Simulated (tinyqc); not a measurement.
Worked calculation: harmonic frequencies on the unrestricted B3LYP (VWN-RPA form)/sto-3g surface (energies and gradients from PySCF), for H2O, spin multiplicity 3. One step of it, computed by the program tinyqc.

Task: Normal modes. Diagonalise H_ij / sqrt(m_i m_j); the 6 smallest eigenvalues belong to translations and rotations; wavenumber = sqrt(eigenvalue / 1822.888) x 219474.63; each mode has its largest component positive (the first on a tie); zero-point energy = sum of wavenumbers / 2, with 349.755 1/cm per kcal/mol.

Hessian (symmetrised) (hartree/bohr^2):
```
             1Ox          1Oy          1Oz          2Hx          2Hy          2Hz          3Hx          3Hy
1Ox   0.00087251  -0.01014650   0.01561504  -0.00008943  -0.00103652  -0.00106826  -0.00077178   0.01122382
1Oy  -0.01014650   0.20167350  -0.21100755  -0.00123804  -0.01728940  -0.01319816   0.01142633  -0.18439177
1Oz   0.01561504  -0.21100755   0.29295148  -0.00100194  -0.01012170  -0.01183664  -0.01458725   0.22113501
2Hx  -0.00008943  -0.00123804  -0.00100194   0.00008170   0.00119046   0.00092142   0.00000737   0.00004673
2Hy  -0.00103652  -0.01728940  -0.01012170   0.00119046   0.01896145   0.01198925  -0.00016077  -0.00169380
2Hz  -0.00106826  -0.01319816  -0.01183664   0.00092142   0.01198925   0.01007981   0.00014211   0.00120096
3Hx  -0.00077178   0.01142633  -0.01458725   0.00000737  -0.00016077   0.00014211   0.00075346  -0.01130552
3Hy   0.01122382  -0.18439177   0.22113501   0.00004673  -0.00169380   0.00120096  -0.01130552   0.18611501
3Hz  -0.01453115   0.22423419  -0.28110141   0.00008000  -0.00187513   0.00174656   0.01443004  -0.22235686

             3Hz
1Ox  -0.01453115
1Oy   0.22423419
1Oz  -0.28110141
2Hx   0.00008000
2Hy  -0.00187513
2Hz   0.00174656
3Hx   0.01443004
3Hy  -0.22235686
3Hz   0.27935169
```

masses (u): 1O 15.994915, 2H 1.007825, 3H 1.007825

Give: eigenvalues of the mass-weighted Hessian; harmonic wavenumbers of the vibrations; mass-weighted modes; zero-point energy.

Result:

eigenvalues of the mass-weighted Hessian (hartree/(bohr^2 u)): 0.0000  0.0000  0.0000  0.0000  0.0000  0.0000  0.0077  0.0288  0.4860

harmonic wavenumbers of the vibrations (1/cm): 450.7  872.6  3583.5

mass-weighted modes:
```
      mode 1   mode 2   mode 3
1Ox  -0.0180  -0.0132  -0.0097
1Oy  -0.0943  -0.1940   0.1535
1Oz  -0.2210  -0.1370  -0.1892
2Hx   0.0190   0.0536   0.0001
2Hy  -0.2969   0.7933  -0.0012
2Hz   0.3700   0.5573   0.0013
3Hx   0.0479  -0.0011   0.0386
3Hy   0.6755  -0.0212  -0.6105
3Hz   0.5079  -0.0120   0.7525
```

zero-point energy = 7.0147 kcal/mol
